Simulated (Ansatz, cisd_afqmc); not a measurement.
System: NH$_{3}$, charge 0, singlet. NH3 (SMILES N).
HTBH set geometry:
```
N
H 1 1.0107
H 1 1.0107 2 106.98
H 1 1.0107 2 106.98 3 -114.37
```
Charge 0, spin multiplicity 1.

Total energies in aug-cc-pVTZ, 8 correlated electrons, 1 frozen orbitals. Radicals and triplets start from unrestricted determinants; spin-orbit coupling is neglected. Cores are frozen in correlated methods. No relativity. AFQMC is phaseless with a CISD trial state; ± is one standard error, without the phaseless bias. Outlying blocks are dropped, and bars are widened where a walk drifts. Over all cases where full CI ran beside it in this data, AFQMC minus full CI had a median of +0.1 mEh and passed +0.4 mEh in a tenth of the cases.

| method | program | energy (Eh) | minus CCSDT(Q) (mEh) |
|---|---|---|---|
| HF | Ansatz | -56.22043 | 260.63 |
| MP2 | Ansatz | -56.46053 | 20.52 |
| CCSD | Ansatz | -56.47220 | 8.85 |
| CCSD(T) | Ansatz | -56.48052 | 0.54 |
| CCSDT(Q) | Ansatz | -56.48105 | 0.00 |
| AFQMC/CISD | cisd_afqmc | -56.4811 ± 0.0003 | 0.0 ± 0.3 |

Rough core times of Ansatz's runs on a shared machine: CCSD(T) under 20 s, CCSDT(Q) 2 min.

Ansatz is a program for electronic structure.
